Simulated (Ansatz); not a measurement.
A calculation with Ansatz (development build ahead of 0.2.0).

```yaml
crystal:
  periodic: [false, false, false]
  atoms:
    - { symbol: C, position_ang: [0.26069, 0.60686, 0.06976] }
    - { symbol: C, position_ang: [-0.25653, -0.60252, -0.07816] }
    - { symbol: C, position_ang: [0.3092, 1.66926, -0.98984] }
    - { symbol: C, position_ang: [-0.30559, -1.66439, 0.98196] }
    - { symbol: H, position_ang: [0.69195, 0.8754, 1.03162] }
    - { symbol: H, position_ang: [-0.68801, -0.8711, -1.03991] }
    - { symbol: H, position_ang: [-0.13822, 1.32525, -1.92301] }
    - { symbol: H, position_ang: [-0.22469, 2.56744, -0.66848] }
    - { symbol: H, position_ang: [1.33985, 1.96857, -1.19765] }
    - { symbol: H, position_ang: [0.14847, -1.32252, 1.9127] }
    - { symbol: H, position_ang: [-1.33688, -1.95769, 1.19519] }
    - { symbol: H, position_ang: [0.22146, -2.56572, 0.65824] }
basis:
  gaussian: { orbitals: def2-SVP }
magnetization:
  spin_polarized: true
  initial_magnetization: 2
hamiltonian:
  xc: hf
output:
  forces: true
```

The input is written out in the form of the current development build from the run's settings.

Results

```json
{
 "Converged": "yes",
 "Total energy": "-155.86822 hartree",
 "Spin squared of the determinant": "2.022",
 "Stability test": "minimum"
}
```

Forces (eV/Å):
```
atom      Fx       Fy      Fz
  C1   4.773   10.752   1.821
  C2  -4.768  -10.753  -1.822
  C3  -0.050   -0.336   0.237
  C4   0.050    0.336  -0.237
  H5  -0.010    0.066  -0.101
  H6   0.009   -0.065   0.101
  H7  -0.008    0.023  -0.050
  H8  -0.039    0.120  -0.068
  H9   0.057    0.081  -0.099
 H10   0.008   -0.023   0.050
 H11  -0.059   -0.082   0.101
 H12   0.036   -0.118   0.066
```
